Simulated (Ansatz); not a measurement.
This geometry of AlH$_{8}$NSi (11 atoms, charge 0, multiplicity 1) is a first-order saddle point.

These are results of RKS PBE0-D4/6-31G* in Ansatz 0.2.0, not measurements.

```xyz
11
Properties=species:S:1:pos:R:3
Al 0.088 -0.531 -0.141
H -0.529 0.423 1.265
H 1.587 -0.076 -0.403
H -1.085 -0.590 -1.212
N -0.089 -1.853 1.264
H -0.925 -2.430 1.201
Si 1.239 -2.571 2.156
H 2.032 -3.530 1.335
H 2.130 -1.461 2.586
H 0.723 -3.296 3.351
H -0.445 -0.537 1.580
```

Question: Which two structures does it join? (They come from a converged band through this point; their orientation in space is the band's.)

Answer: Bonds broken: Al1–H2, N5–H11. Bonds formed: H2–H11. AlH8NSi becomes AlH6NSi + H2.

Image 0:

```xyz
11
Properties=species:S:1:pos:R:3
Al 0.109 -0.281 0.029
H -0.158 1.006 0.957
H 1.651 -0.654 -0.262
H -0.961 -0.626 -1.121
N -0.293 -1.791 1.403
H -0.820 -2.517 0.917
Si 1.247 -2.422 2.101
H 1.908 -3.205 1.035
H 2.031 -1.255 2.555
H 0.923 -3.303 3.258
H -0.913 -1.401 2.111
```

Image 8:

```xyz
11
Properties=species:S:1:pos:R:3
Al 0.224 -0.779 -0.146
H -1.154 1.086 1.626
H 1.459 0.206 -0.001
H -0.998 -0.561 -1.140
N 0.217 -2.278 0.844
H -0.577 -2.899 0.719
Si 1.396 -2.809 2.004
H 1.982 -4.139 1.658
H 2.482 -1.792 2.024
H 0.831 -2.932 3.383
H -1.138 0.447 2.011
```

Question: How far does it lie above each of them?

Answer: 1.27 eV above the first and 0.89 eV above the second. This is the barrier of this one path; another mechanism may lie lower. The orbitals stay closed-shell, which can raise the energy where a bond breaks towards radicals; this wasn't checked here.

The run took 5.6 min on 1 thread of AMD EPYC 7R13 Processor (Zen 3), with other jobs on the host, peak memory 0.15 GiB.
